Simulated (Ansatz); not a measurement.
## Relaxing Si3Sb2

Level of theory: DFT PBE, scalar-relativistic, plane waves, PAW (Ansatz). Cutoff 420 eV, Γ-centred k mesh, Gaussian smearing, no spin polarisation in the final step.

Si3Sb2 was placed on the anti-A-type sesquioxide structure type (P-3m1, No. 164), with Sb in place of La, Si in place of O, at a guessed volume.

```xyz
5
Lattice="4.1767 0.0000 0.0000 -2.0884 3.6171 0.0000 0.0000 0.0000 6.4983" Properties=species:S:1:pos:R:3 pbc="T T T"
Si    0.0000    0.0000    0.0000
Si    0.0000    2.4114    4.1914
Si    2.0884    1.2057    2.3069
Sb    0.0000    2.4114    1.5921
Sb    2.0884    1.2057    4.9062
```

Cell and atoms relax at zero pressure; the relaxation can't lower the symmetry of the start. After a coarse first stage the cell is made exact in the group found at 0.06 Å.

Energies over the elements count from the elements' standard structures at the same level, with no empirical corrections.

**Question.** Describe the relaxed structure.

**Answer.** It keeps P-3m1 (No. 164), but not the shape of the type it started on. Conventional cell: a = 3.983 Å, c = 8.973 Å. Si on Wyckoff site a (1 atom of the primitive cell) has 6 Sb at 2.74 Å; Si on Wyckoff site d (2 atoms of the primitive cell) has 3 Si at 2.41 Å and 1 Sb at 2.63 Å; Sb has 4 Si at 2.63–2.74 Å.

```cif
data_structure
_symmetry_space_group_name_H-M 'P-3m1'
_symmetry_Int_Tables_number 164
_cell_length_a 3.9827
_cell_length_b 3.9827
_cell_length_c 8.9728
_cell_angle_alpha 90.000
_cell_angle_beta 90.000
_cell_angle_gamma 120.000
_cell_volume 123.26
loop_
_atom_site_label
_atom_site_type_symbol
_atom_site_symmetry_multiplicity
_atom_site_Wyckoff_symbol
_atom_site_fract_x
_atom_site_fract_y
_atom_site_fract_z
_atom_site_occupancy
Si1 Si 1 a 0.00000 0.00000 0.00000 1
Si2 Si 2 d 0.33333 0.66667 0.45947 1
Sb1 Sb 2 d 0.33333 0.66667 0.16601 1
```

**Question.** What are its volume, energy, density and gap?

**Answer.** The volume per atom is 24.65 Å³ and the density is 4.42 g/cm³. The energy over the elements is 0.28 eV/atom and the gap on the 12×12×4 mesh is 0 eV (a metal).

The final run used a 12×12×4 mesh on its 5-atom cell and 0.10 eV smearing. For metals, differences of a few meV/atom aren't resolved. Spin–orbit coupling is left out. A structure relaxed within its symmetry needn't be a true minimum.

Cost: 3 runs of about 3.1 core-minutes in all, on Arm Neoverse V1 (shared hosts).